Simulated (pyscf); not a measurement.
Elementary routes open to `[GeH3]` [doublet] + `[OH2]` in the gas phase (doublet surface):
A. `[OH][GeH3]` + `[H]` [doublet] (H–O broken; Ge–O formed)
B. `[OH][GeH2]` [doublet] + `[H][H]` (Ge–H, H–O broken; Ge–O, H–H formed)

PySCF, gas phase, ωB97X-D3(BJ)/def2-SVP geometries.

Task: Rank the routes by free-energy barrier at 298 K, lowest first, for ωB97M-D3(BJ)/def2-TZVP energies (ideal gas, 1 atm, RRHO with modes under 100 cm⁻¹ raised to 100, one conformer, R ln 2 for chiral ones without a mode under 150 cm⁻¹).

Result: A (161.3 kJ/mol), B (179.1 kJ/mol)

Route A is the fastest of these, ahead of the next by 17.8 kJ/mol. The most stable products are those of B (ΔG = -12.4 kJ/mol), whose barrier is 17.8 kJ/mol higher: the kinetic and the thermodynamic product differ. At 1200 K A is still the fastest. Only these routes are compared; each barrier is that of the saddle found, and lower ones may exist. Elements up to Kr have no core potential and no relativistic terms here.
